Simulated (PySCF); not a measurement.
## Solvent effects on NMR parameters

Mapped SMILES: `[F:1][c:2]1[cH:3][s:4][cH:5][p:6]1`. Hydrogens are named by the atom that carries them.

GIAO PBE0/pcSseg-1 in PySCF 2.14.0 with density-fitted response routines on one PBE0-D3(BJ)/def2-SVP conformer, non-relativistic, equivalent nuclei averaged. Solvents enter as an IEF-PCM continuum (chloroform with ε = 4.7, acetone with ε = 20.5) around the gas-phase geometry. Shifts are referred to CFCl3, TMS, CS2 computed in the same medium.

Gas phase, δ in ppm: F1 -115.2, C2 196.2, C5 165.3, C3 124.2, S4 270.4, H(C5) 8.37, H(C3) 7.55. Dipole moment 1.91 D.

(1) How does each δ change in the continuum?

(2) Which of the listed nuclei move most (in ppm), and what does the model miss?

Answers

(1) 
| atoms | environment | Δδ, chloroform | Δδ, acetone |
| --- | --- | --- | --- |
| F1 | aryl fluorine | -3.7 | -4.6 |
| C2 | aromatic carbon bearing fluorine | 0.0 | -0.1 |
| C5 | aromatic CH next to the ring sulfur | +3.5 | +4.9 |
| C3 | aromatic CH next to the ring sulfur | +2.8 | +3.8 |
| S4 | aromatic ring sulfur | +5.1 | +7.5 |
| H(C5) | hydrogen on an aromatic CH next to the ring sulfur | +0.33 | +0.45 |
| H(C3) | hydrogen on an aromatic CH next to the ring sulfur | +0.31 | +0.42 |

Changes are relative to the gas phase. The dipole moment becomes 2.41 D in chloroform, 2.61 D in acetone.

(2) S4 (aromatic ring sulfur, +7.5 ppm) in acetone. A continuum only polarises the solute; specific hydrogen bonds, the anisotropy of aromatic solvents and changes of geometry or conformer are outside it.
